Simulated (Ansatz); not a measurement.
A made-up structure of LiSiH2, doublet:

```xyz
4
angstrom
Li -1.5257 0.3629 -0.1849
Si 0.0812 -0.0183 0.0118
H 0.5223 -1.2907 -0.4652
H 0.9222 0.9460 0.6383
```

It is relaxed with PBE-D4/def2-SVP and then PBE0-D4/def2-TZVP (Ansatz 0.2.0). Atoms count as bonded within 1.22 times the sum of their covalent radii (H–H: 0.88 Å). The end point is not checked to be a true minimum.

Q: Does its bonding change? (Judge from chemistry; the calculation decides.)

A: Computed: No: no bond forms or breaks.

Where it ends: The first stage lowers the energy by 3.54 eV in 7 steps. It ends as LiSiH₂ ([Li][SiH2]):
```xyz
4
angstrom
Li -2.1742 0.5170 -0.2612
Si 0.1167 -0.0258 0.0097
H 0.8441 -1.2811 -0.3851
H 1.2133 0.7899 0.6366
```

Labels in which every atom is bracketed show which atoms are joined, not bond orders.

For scale, one of the runs: PBE0-D4/def2-TZVP relaxation, 63 basis functions, launched by `ansatz run in.yaml --threads 2 --pin off --events-out ev --progress --plain --max-ram 4352MiB`. The run took about 4 s on 2 CPU threads of an Intel Xeon Platinum 8259CL (shared host).
